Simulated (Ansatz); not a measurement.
Two isomers of C3H8N2: A = `N[C@H]1C[C@@H]1N`, B = `C=C(N)NC`.

Calculated with Ansatz (gas phase, PBE0-D4/def2-TZVP geometries, no zero-point term in ΔE). CCSD(T)/CBS is the MP2 limit (def2-TZVPP, def2-QZVPP) plus CCSD(T) − MP2 in def2-TZVPP, frozen cores. Functionals use def2-TZVPP. B3LYP here is the variant with VWN-RPA as its local correlation; programs differ in this. One conformer a species, not always the lowest.

Question: Which isomer does CCSD(T)/CBS put lower? Give the gap. (An estimate is asked.)

Answer: Ansatz gave: B, by 11.0 kcal/mol.

Question: Give E(B) − E(A) in kcal/mol with B3LYP, CCSD/def2-TZVPP, PBE-D4, HF/def2-TZVPP, B2PLYP, MP2/def2-TZVPP, PBE0-D4. (Estimate.)

Answer: The calculation gave: B3LYP -14.8, CCSD/def2-TZVPP -10.5, PBE-D4 -12.0, HF/def2-TZVPP -14.3, B2PLYP -13.4, MP2/def2-TZVPP -9.5, PBE0-D4 -10.0. None reverses the order clearly.

Largest T1 diagnostic: 0.011.

In def2-TZVPP, CCSD(T) changes the Hartree–Fock value by +3.4 kcal/mol (the triples alone add −0.5 kcal/mol) and MP2 by +4.8 kcal/mol. From PBE to PBE0 (25 % exact exchange), in def2-TZVPP and without D4, E(B) − E(A) moves by +2.0 kcal/mol.
